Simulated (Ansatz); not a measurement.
```yaml
crystal:
  periodic: [false, false, false]
  atoms:
    - {symbol: C, position_ang: [-0.481636, 1.141644, -0.443381]}
    - {symbol: O, position_ang: [-0.608755, -0.264800, -0.046048]}
    - {symbol: Al, position_ang: [0.530900, -1.489485, 0.532977]}
    - {symbol: H, position_ang: [-0.832989, 1.278434, -1.529544]}
    - {symbol: H, position_ang: [0.601949, 1.527320, -0.367357]}
    - {symbol: H, position_ang: [-1.142676, 1.802740, 0.225914]}
    - {symbol: H, position_ang: [2.133145, -1.072690, 0.706901]}
    - {symbol: H, position_ang: [-0.103127, -2.983223, 0.861845]}
basis:
  gaussian: {orbitals: def2-mTZVPP}
hamiltonian: {xc: {name: M06-2X}}
output: {forces: true}
```

```sh
$ ansatz run in.yaml --threads 4 --pin off --events-out ev --progress --plain --max-ram 10444MiB
```

Shortened log:

```
Error: YAML parse error: error: line 14 column 19: hamiltonian.xc: no functional is named "M06-2X"; the names, which are not case-sensitive, are SVWN5, SPW92, PBE, PBE0, PBEsol, revPBE, revPBE0, RPBE, rPW86-PBE, HSE06, wPBEh, LC-wPBE, HISS, HF, BLYP, B3LYP, B3LYP5, BHLYP, CAM-B3LYP, r2SCAN, r2SCANh, r2SCAN0, r2SCAN50, m-r2SCAN, B97, wB97, wB97X, wB97X-V, B97M-V, wB97M-V, B2PLYP, B2GP-PLYP, PBE0-DH, PBE-QIDH
12 | basis:
13 |   gaussian: {orbitals: def2-mTZVPP}
14 | hamiltonian: {xc: {name: M06-2X}}
15 | output: {forces: true}
```

(1) What is wrong with this run?

Answers

(1) The method's name isn't one that the program takes here. The program refused the input.

HSE06 is defined as in plane-wave codes.
